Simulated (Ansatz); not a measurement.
**A ladder of methods for SiNH3F− (SMILES N[SiH-]F)**

The species is SiNH3F− (6 atoms), meant as a singlet with charge -1. SMILES: `N[SiH-]F`. Geometry: relaxed at GFN2-xTB. This is one conformer, not always the lowest.

```xyz
6

N    -0.7063    0.0641   -0.6564
Si   -0.0184   -0.5726    0.8640
F     1.3438   -1.3628    0.1754
H    -1.4214    0.7597   -0.4736
H    -0.0321    0.4875   -1.2964
H     0.8344    0.6242    1.3869
```

Each level gives the energy change with the N1–H4 bond stretched from 1.014 to 2.028 Å (eV). The values are calculated.

| level | kind | program | value (eV) | less FCI/STO-3G | CPU time (all runs) |
| --- | --- | --- | --- | --- | --- |
| HF/STO-3G (restricted) | Hartree–Fock | Ansatz | 6.83 | +2.89 | 0.29 s |
| BLYP/STO-3G (restricted) | GGA | Ansatz | 3.77 | -0.17 | 3.2 s |
| PBE/STO-3G (restricted) | GGA | Ansatz | 4.01 | +0.07 | 3.2 s |
| revPBE/STO-3G (restricted) | GGA | Ansatz | 3.89 | -0.05 | 3.4 s |
| B3LYP/STO-3G (restricted) | global hybrid | Ansatz | 4.63 | +0.69 | 2.9 s |
| wB97X/STO-3G (restricted) | range-separated hybrid | Ansatz | 5.39 | +1.45 | 13 s |
| RPA@PBE/STO-3G (restricted) | RPA | Ansatz | 3.99 | +0.05 | 5.9 s |
| MP2/STO-3G (restricted) | perturbation theory | Ansatz | 5.14 | +1.20 | 0.37 s |
| CCSDTQ/STO-3G (restricted) | coupled cluster or CI | Ansatz | 3.94 | 0.00 | 39 s |
| FCI/STO-3G | exact in the basis | Ansatz | 3.94 | 0.00 | 2.2 min |

FCI/STO-3G is exact within its basis and frozen core, so for wave-function methods in that basis the difference is their error; functionals converge differently with the basis, so for them it is only a difference. Spin-restricted single references rise too steeply as a bond breaks, Hartree–Fock most of all. Sets without diffuse functions describe the anion poorly. The first shape isn't each level's own minimum. The values span 3.77 to 6.83 eV. All rows use very small basis sets, so even the best lies far from the true value. Times are those of the runs behind each value, whatever else they computed, on shared processors of several kinds: orders of magnitude only.
